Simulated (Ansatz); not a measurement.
# P4: energies up the ladder

Wanted for P4: energies up the ladder.

Computed with Ansatz 0.2.0 (the levels named in each step, unless a step's input says otherwise).

### Step 1. Starting point

Bond lengths: P1–P2 2.185 Å, P1–P3 2.185 Å, P2–P3 2.185 Å, P1–P4 2.185 Å, P2–P4 2.185 Å, P3–P4 2.185 Å. Angles: P1–P2–P3 60.0°, P1–P2–P4 60.0°, P3–P2–P4 60.0°, P2–P1–P3 60.0°, P2–P1–P4 60.0°, P3–P1–P4 60.0°, P1–P3–P2 60.0°, P1–P3–P4 60.0°, P2–P3–P4 60.0°, P1–P4–P2 60.0°, P1–P4–P3 60.0°, P2–P4–P3 60.0°.

As a file:

```xyz
4

P     1.2191   -0.1743   -0.5227
P    -0.4692    1.2019   -0.3537
P    -0.8215   -0.9517   -0.4573
P     0.0715   -0.0760    1.3338
```

### Step 2. A rough first relaxation, PBE-D4/def2-SVP

File input.yaml:

```yaml
crystal:
  periodic: [false, false, false]
  atoms:
    - { symbol: P, position_ang: [1.2191, -0.17433, -0.52268] }
    - { symbol: P, position_ang: [-0.46918, 1.20191, -0.35368] }
    - { symbol: P, position_ang: [-0.82151, -0.95173, -0.45732] }
    - { symbol: P, position_ang: [0.07151, -0.07595, 1.33376] }
basis:
  gaussian: { orbitals: def2-SVP }
hamiltonian:
  xc: pbe
  dispersion: d4
relax:
  f_tol: 0.03
  max_steps: 200
```

Launch:

```bash
ansatz run input.yaml --threads 4 --pin off --max-ram 10240MiB --backend cpu --events-out ev --progress --plain --runs-dir out
```

After this run come: Relaxation, PBE0-D4/def2-TZVPP; Frequencies, PBE0-D4/def2-TZVPP; Single point, PBE-D4/def2-TZVPP; Single point, r2SCAN-D4/def2-TZVPP; Single point, B3LYP-D4/def2-TZVPP; Single point, wB97M-V/def2-TZVPP; Single point, B2PLYP/def2-TZVPP; Single point, LDA/def2-TZVPP; Single point, PBE0-D4/def2-SVP; Single point, PBE-D4/def2-SVP; Single point, CCSD(T)/def2-TZVPP; Single point, CCSD(T)/def2-QZVPP; The cation of multiplicity 2 at the same geometry, PBE0-D4/def2-TZVPP; The cation of multiplicity 2 at the same geometry, PBE-D4/def2-TZVPP; The cation of multiplicity 2 at the same geometry, r2SCAN-D4/def2-TZVPP; The cation of multiplicity 2 at the same geometry, B3LYP-D4/def2-TZVPP; The cation of multiplicity 2 at the same geometry, wB97M-V/def2-TZVPP; The cation of multiplicity 2 at the same geometry, B2PLYP/def2-TZVPP; The cation of multiplicity 2 at the same geometry, CCSD(T)/def2-TZVPP; The cation of multiplicity 2 at the same geometry, CCSD(T)/def2-QZVPP.

What does the calculation give? Wanted: P1–P2 at PBE0-D4/def2-TZVPP; P1–P3 at PBE0-D4/def2-TZVPP; P1–P4 at PBE0-D4/def2-TZVPP; frequencies at PBE0-D4/def2-TZVPP; vertical ionisation energy, CCSD(T)/CBS.

The runs gave:

| quantity | value |
| --- | --- |
| P1–P2 at PBE0-D4/def2-TZVPP | 2.184 Å |
| P1–P3 at PBE0-D4/def2-TZVPP | 2.184 Å |
| P1–P4 at PBE0-D4/def2-TZVPP | 2.184 Å |
| frequencies at PBE0-D4/def2-TZVPP | 392 to 640 cm⁻¹ |
| vertical ionisation energy, CCSD(T)/CBS | 9.778 eV |

What this shows: No mode is imaginary, so the geometry is a minimum. For the vertical ionisation energy, CCSD(T)/def2-QZVPP comes nearest to CCSD(T)/CBS (-0.08 eV) and wB97M-V/def2-TZVPP is farthest (-0.27 eV).
